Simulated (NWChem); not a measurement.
System: chloromethane (CH3Cl); SMILES CCl

NWChem input:

```
start job
memory heap 200 mb stack 900 mb global 1100 mb
geometry units angstroms noautosym nocenter noautoz
  C      0.000000     0.000000    -1.110906
  Cl     0.000000     0.000000     0.664417
  H      0.732981     0.732981    -1.470125
  H      0.268290    -1.001270    -1.470125
  H     -1.001270     0.268290    -1.470125
end
basis spherical
  * library 6-31g*
end
dft
  xc pbe0
  iterations 150
end
cosmo
  do_cosmo_smd true
  solvent dmso
end
task dft energy
```

Coordinates come from a PBE0/def2-SVP optimisation. Solvent: dimethyl sulfoxide.

Level: PBE0/6-31G* with SMD (1 M gas to 1 M solution), gas-phase geometry.

Question: Give the results of this calculation. (PBE0/6-31G* (spherical d), SMD on the gas-phase geometry.) Quantities: solvation free energy (kcal/mol); cavity-dispersion-structure term (kcal/mol); dipole in solution (D).

Answer: 
```json
{
 "solvation free energy (kcal/mol)": "-2.6",
 "cavity-dispersion-structure term (kcal/mol)": "0.5",
 "dipole in solution (D)": "2.55"
}
```
